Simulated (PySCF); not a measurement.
# AlS from Hartree–Fock to correlated methods

State: ²Σ⁺ (doublet), unpaired electrons σ ↑. Set-up: basis Al 6-31G(d,p), S 6-31G(d,p); no relativity; PySCF 2.14. De refers to Al + S in their high-spin ground configurations, without counterpoise correction. The functionals are run spin-unrestricted. A positive dipole means Al(−)S(+).

| Level | Re (Å) | ωe (cm⁻¹) | De (eV) | μ (D) |
| --- | --- | --- | --- | --- |
| UHF | 2.026 | 611 | 2.40 | -5.04 |
| UHF-MP2 | 2.025 | 716 | 3.79 | n/a |
| UHF-SCS-MP2 | 2.030 | 698 | 3.58 | n/a |
| UHF-CCSD | 2.044 | 612 | 3.43 | n/a |
| UHF-CCSD(T) | 2.048 | 625 | 3.64 | n/a |
| PBE | 2.060 | 599 | 4.34 | -3.51 |
| PW91 | 2.058 | 599 | 4.36 | -3.51 |
| r²SCAN | 2.038 | 631 | 4.37 | -3.92 |
| B3LYP | 2.056 | 592 | 3.96 | -3.75 |
| PBE0 | 2.040 | 621 | 4.10 | -3.93 |
| BHandHLYP | 2.039 | 606 | 3.66 | -4.17 |
| ωB97X | 2.031 | 626 | 3.97 | -4.12 |

Q: Which functional lies closest to UHF-CCSD(T) in De, which farthest, and by how much do they differ from it?

A: Closest is BHandHLYP (-0.9 pm in Re, -3.0 % in ωe, +0.02 eV in De against UHF-CCSD(T) in the same basis), farthest r²SCAN (-1.0 pm in Re, +1.0 % in ωe, +0.73 eV in De). CCSD(T) converges more slowly with the basis than the functionals do and binds too weakly in this one, so the order can change at the basis-set limit.

Q: What does a quarter of exact exchange do here, going from PBE to PBE0?

A: PBE0 less PBE: -2.0 pm in Re, +3.7 % in ωe, -0.24 eV in De. Exact exchange removes part of the self-interaction that spreads semilocal densities, and in most molecules shortens and stiffens the bond and lowers De; so it does here.

Q: What does the step from GGA to meta-GGA do here, going from PBE to r²SCAN?

A: r²SCAN less PBE: -2.2 pm in Re, +5.3 % in ωe, +0.03 eV in De. 

Correlated steps freeze 10 core orbitals. Correlated levels converge slowly with the basis: in double zeta they bind strong bonds too weakly, by up to about 1 eV, and carry superposition errors of some tenths. The state was picked by a PBE0 search and need not be the measured ground state.
